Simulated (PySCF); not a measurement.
**S: ionisation energy**

S [Ne] 3s2 3p4 (3P) → S+ [Ne] 3s2 3p3 (4S), as a difference of total energies. All numbers are calculated (PySCF 2.14, the spin-free X2C one-electron Hamiltonian (Gaussian nucleus), in dyall-av3z (19s12p3d2f, 84 functions)). Correlated levels: valence: [Ne] frozen; virtual orbitals above 40 to 60 times the deepest correlated orbital energy dropped. The calculations carry no spin-orbit coupling.

| method | ionisation energy (eV) | plus first-order spin-orbit estimate | error of that sum (eV) |
| --- | --- | --- | --- |
| UHF | 9.216 | 9.239 | -1.121 |
| MP2 (valence) | 9.986 | 10.009 | -0.351 |
| SCS-MP2 (valence) | 10.067 | 10.090 | -0.270 |
| CCSD (valence) | 10.093 | 10.116 | -0.244 |
| CCSD(T) (valence) | 10.133 | 10.156 | -0.204 |

Reference: 10.360 eV (measured; NIST Atomic Spectra Database, ionization energies).

A first-order spin-orbit estimate (lowest level to lowest level, LS coupling) adds 0.023 eV.

Errors of the correlated levels include the incompleteness of this basis and the frozen core.
